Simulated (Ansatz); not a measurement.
Species: BF$_{3}$, charge 0, singlet. BF3 (SMILES FB(F)F).
B3LYP-D3(BJ)/def2-TZVP minimum from Ansatz (a program for electronic structure):
```xyz
4

B      0.0000     0.0000     0.0000
F      0.0168     1.3152     0.0316
F      1.1308    -0.6724    -0.0050
F     -1.1476    -0.6428    -0.0266
```

Wanted: atomisation energy (electronic, to ground-state atoms), in kJ/mol. UHF or UKS for unpaired electrons; spin-orbit terms are left out. CBS(X,Y): correlation extrapolated as X^-3, Hartree-Fock from the larger set (Q,5: extrapolated as (X+1)exp(-9√X)). A bracket is a step between two methods taken in the basis named. Functionals run without relativity, which enters their misses. '+ core + X2C': CCSD(T) terms for core correlation (cc-pwCVTZ) and scalar relativity (cc-pVTZ-DK). Where a partner has so few electrons that a lower coupled-cluster level is exact, that level stands in.

CCSD(T)/CBS(cc-pVQZ,cc-pV5Z) + [CCSDT(Q) - CCSD(T)]/cc-pVDZ + core + X2C (Ansatz) gives 1969.0 kJ/mol.

**Question.** How far off this value is PBE/def2-TZVPD (Ansatz), in which direction, and which of these levels come nearer: PBE0/def2-TZVPD, wB97M-V/def2-TZVPD, CCSD(T)/CBS(cc-pVQZ,cc-pV5Z) + core + X2C?

**Answer.** PBE gives 2008.4 kJ/mol, 39.4 kJ/mol above it. Differences of the others: PBE0/def2-TZVPD (Ansatz) -23.0; wB97M-V/def2-TZVPD (Ansatz) -8.4; CCSD(T)/CBS(cc-pVQZ,cc-pV5Z) + core + X2C (Ansatz) -2.2 kJ/mol. Nearer than PBE: PBE0/def2-TZVPD, wB97M-V/def2-TZVPD, CCSD(T)/CBS(cc-pVQZ,cc-pV5Z) + core + X2C.
